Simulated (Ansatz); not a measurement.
Mulliken charges of CH₆N₂ (`CNN`) from PBE/def2-TZVPP in Ansatz (PBE0-D4/def2-TZVP geometry).

```csv
atom,x (Å),y (Å),z (Å),charge (e)
C1,-0.632,0.773,-0.417,-0.168
N2,0.617,0.174,-0.007,-0.189
N3,0.387,-0.878,0.905,-0.286
H4,-1.339,0.064,-0.877,0.062
H5,-0.423,1.566,-1.139,0.076
H6,-1.119,1.213,0.455,0.095
H7,1.126,-0.147,-0.824,0.125
H8,0.165,-1.755,0.440,0.122
H9,1.219,-1.010,1.464,0.163
```

Q: By hand: the dipole of these point charges (1 e Å = 4.8032 D).

A: Σ q r = (0.017, -0.071, -0.096) e Å, of length 0.121 e Å = 0.58 D.

Q: How does the dipole of the full density compare? (An estimate is asked.)

A: The calculation gave: (0.119, -0.247, -0.256) e Å, 1.80 D; the point charges give 0.32 times that, at 13° from its direction.

Point charges leave out the atoms' own dipoles, such as those of lone pairs, and Mulliken's split depends on the basis, so the two needn't agree.
